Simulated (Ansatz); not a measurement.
Mg2S⁺: single points at one geometry.

```yaml
crystal:
  periodic: [false, false, false]
  atoms:
    - {symbol: Mg, position_ang: [-0.282943, -0.840708, 2.071552]}
    - {symbol: Mg, position_ang: [-0.434000, 0.529462, -2.146974]}
    - {symbol: S, position_ang: [0.716943, 0.311246, 0.075422]}
basis:
  gaussian: {orbitals: def2-TZVP, initial_orbitals: start.molden}
total_charge: 1
magnetization: {spin_polarized: true, initial_magnetization: 3}
hamiltonian: {xc: {name: PBE-QIDH}}
scf: {omitted_lower_state_checks: [starts]}
```

The file start.molden holds the orbitals of an earlier run on this structure, at another level or in another basis.

```sh
$ ansatz run in.yaml --threads 4 --pin off --events-out ev --progress --plain --max-ram 3916MiB
```

Output, abridged:

```
Functional definition: PBE-QIDH
  name "PBE-QIDH"
  cite "Brémond, Sancho-García, Pérez-Jiménez & Adamo, J. Chem. Phys. 141, 031101 (2014) doi:10.1063/1.4890314"
  cite "Perdew, Burke & Ernzerhof, Phys. Rev. Lett. 77, 3865 (1996) doi:10.1103/PhysRevLett.77.3865"
  parameter a = 3^(-1/3)
  parameter c = 1/3
  exchange = (1 - a)*pbe_x + a*exact_x
  correlation = (1 - c)*pbe_c + c*(mp2_os + mp2_ss)
these checks for a lower state are left out or cut short: starts
777 factors; integrals over basis functions are off by at most 7.2e-4 eV
mean field evaluation 1: about -21698.7707 eV, gradient 1.1e1 eV
mean field evaluation 2: about -21698.9070 eV, gradient 2.4e-1 eV
mean field evaluation 4: about -21698.9438 eV, gradient 2.7e-3 eV
mean field evaluation 8: about -21698.9438 eV, gradient 2.0e-6 eV
mean field -21698.94375846 eV, -797.4214750511 hartree, gradient 2.3e-6 eV, S^2 3.760444; 0 other end points of the search recorded, 0 dependent functions left out
7 core orbitals not correlated: weight in the atoms' cores, before any rotation towards them, 1.000 or more for the frozen orbitals, at most 0.000 for the correlated occupied ones
reference -21698.94377442 eV, -797.4214756374 hartree; 14, 11 occupied and 80, 83 virtual orbitals, 777 factors
second order -14.27390535 eV of doubles, -0.00000000 eV of singles
Total energy: -21703.70174287 eV, -797.5963277529 hartree
Checks for a lower state left out: starts
```

Hardware: 4 threads of Arm Neoverse V1 on a shared host. Wall time 1.8 s.

The first input with `hamiltonian: {xc: {name: B97M-V}}`, `output: {orbitals: {seedname: orbitals}}` (abridged; 4.1 s):

```
Functional definition: B97M-V
mean field -21712.13846761 eV, -797.9063716685 hartree, gradient 9.0e-6 eV, S^2 3.755209
Total energy: -21712.13854201 eV, -797.9063744026 hartree
Checks for a lower state left out: starts
```

The first input with `hamiltonian: {xc: pbe, dispersion: d4}`, `output: {orbitals: {seedname: orbitals}}` (abridged; 1 s):

```
Functional definition: PBE
mean field -21706.04466812 eV, -797.6824286680 hartree, gradient 1.1e-5 eV, S^2 3.753951
Total energy: -21706.15284595 eV, -797.6864041298 hartree
Checks for a lower state left out: starts
```

The first input with `hamiltonian: {xc: r2scan, dispersion: d4}`, `output: {orbitals: {seedname: orbitals}}` (abridged; 2.5 s):

```
Functional definition: r2SCAN
mean field -21715.36626023 eV, -798.0249908597 hartree, gradient 1.2e-5 eV, S^2 3.758462
Total energy: -21715.38837272 eV, -798.0258034787 hartree
Checks for a lower state left out: starts
```

First input, but with `hamiltonian: {xc: {name: CAM-B3LYP}, dispersion: d4}`, `output: {orbitals: {seedname: orbitals}}` (abridged; 2.4 s):

```
Functional definition: CAM-B3LYP
mean field -21717.67630678 eV, -798.1098835044 hartree, gradient 1.9e-5 eV, S^2 3.756302
Total energy: -21717.77747301 eV, -798.1136012948 hartree
Checks for a lower state left out: starts
```

The first input with `gaussian: {orbitals: STO-3G}`, `hamiltonian: {xc: hf}`, `output: {orbitals: {seedname: orbitals}}` (abridged; 0.1 s):

```
Functional definition: HF
mean field -21423.00384763 eV, -787.2808703667 hartree, gradient 2.6e-5 eV, S^2 3.760506
Total energy: -21423.00384763 eV, -787.2808703667 hartree
Checks for a lower state left out: starts
```

As the first input, with `correlation: {method: mp2}`, `output: {orbitals: {seedname: orbitals}}` and without the key `hamiltonian` (abridged; 0.55 s):

```
Functional definition: HF
mean field -21676.12263168 eV, -796.5828141108 hartree, gradient 1.4e-6 eV, S^2 3.764832
7 core orbitals not correlated: weight in the atoms' cores, before any rotation towards them, 1.000 or more for the frozen orbitals, at most 0.000 for the correlated occupied ones
second order -13.06954462 eV of doubles, -0.00000000 eV of singles
Total energy: -21689.19217630 eV, -797.0631110167 hartree
Checks for a lower state left out: starts
```

Geometry: PBE0-D4/def2-TZVP.

Correlated methods freeze 7 core orbitals; core or outer-core shells of Mg are correlated, in sets that lack core-valence functions. At PBE0-D4/def2-TZVP a doublet of charge 1 lies 1.43 eV below the quartet, each at its own geometry. The structure comes from a short search, and lower isomers may exist.
